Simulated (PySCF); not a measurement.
C2H4, SMILES C=C, point group D2h.

Force field and properties: B3LYP/pcJ-1 (PySCF, grid level 2). Vibrational terms come from second-order perturbation theory with semi-diagonal cubic constants, by steps of ±0.6 along the normal coordinates of each isotopologue. The parent has the commonest isotopes.

Equilibrium geometry (Å):

| atom | x | y | z |
| --- | --- | --- | --- |
| C1 | -0.6024 | 0.2685 | -0.0730 |
| C2 | 0.6065 | -0.2659 | 0.0442 |
| H3 | -1.3354 | 0.2013 | 0.7227 |
| H4 | -0.9088 | 0.7953 | -0.9694 |
| H5 | 0.9129 | -0.7927 | 0.9406 |
| H6 | 1.3396 | -0.1986 | -0.7514 |

(1) Give the equilibrium and ground-state rotational constants (MHz) of parent; ²H at 3; ¹³C at 1.

(2) How is the parent's vibrational correction B0 − Be made up?

(3) And its quartic centrifugal distortion constants from the harmonic force field?

## Answers

(1) 
```json
{"species": "parent", "Ae": "147570", "Be": "30257", "Ce": "25109", "A0": "146060", "B0": "30056", "C0": "24860", "Δ0 (u Å²)": "0.055", "harmonic ZPE (cm⁻¹)": "11178"}
{"species": "²H at 3", "Ae": "121400", "Be": "27663", "Ce": "22529", "A0": "120270", "B0": "27488", "C0": "22314", "Δ0 (u Å²)": "0.062", "harmonic ZPE (cm⁻¹)": "10511"}
{"species": "¹³C at 1", "Ae": "147570", "Be": "29504", "Ce": "24588", "A0": "146060", "B0": "29310", "C0": "24347", "Δ0 (u Å²)": "0.055", "harmonic ZPE (cm⁻¹)": "11142"}
```

Δ0 = Ic − Ia − Ib from the ground-state constants.

(2) 
```tsv
axis	harmonic	Coriolis	cubic	total (MHz)
a	1160	-569	-2100	-1510
b	112	-13.5	-300	-201
c	37.4	-19.5	-267	-249
```

(3) Asymmetric top, A reduction, Ir representation: ΔJ = 42.2 kHz, ΔJK = 310 kHz, ΔK = 2510 kHz, δJ = 8.01 kHz, δK = 288 kHz.
